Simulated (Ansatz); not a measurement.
`[SiH3]C=S`. Charge 0, multiplicity 1.

```xyz
7

Si   -0.634    0.471    0.134
C     0.803   -0.710   -0.144
S     2.215   -0.271   -0.782
H    -0.257    1.828   -0.320
H    -0.976    0.471    1.583
H    -1.815   -0.032   -0.619
H     0.664   -1.756    0.148
```

Q: List the harmonic frequencies (cm⁻¹, unscaled) at PBE0-D4/def2-TZVP in Ansatz. (Estimate.)

A: The calculation gave: 80, 226, 508, 557, 735, 802, 906, 934, 935, 1110, 1261, 2217, 2220, 2267, 3061.

Q: Is this a minimum?

A: Yes, all 15 modes are real.

Q: Give the ideal-gas thermochemistry at 298.15 K and 1 bar (rigid rotor, harmonic oscillator; point group Cs, symmetry number 1).

A: Zero-point energy 106.6 kJ/mol; H(298) − E = 121.9 kJ/mol; entropy 298.3 J/(mol·K), of which translation 162.9, rotation 102.3, vibration 33.1; G(298) − E = 33.0 kJ/mol. Modes under 100 cm⁻¹ are hindered rotations or soft bends, so the harmonic entropy is rough.
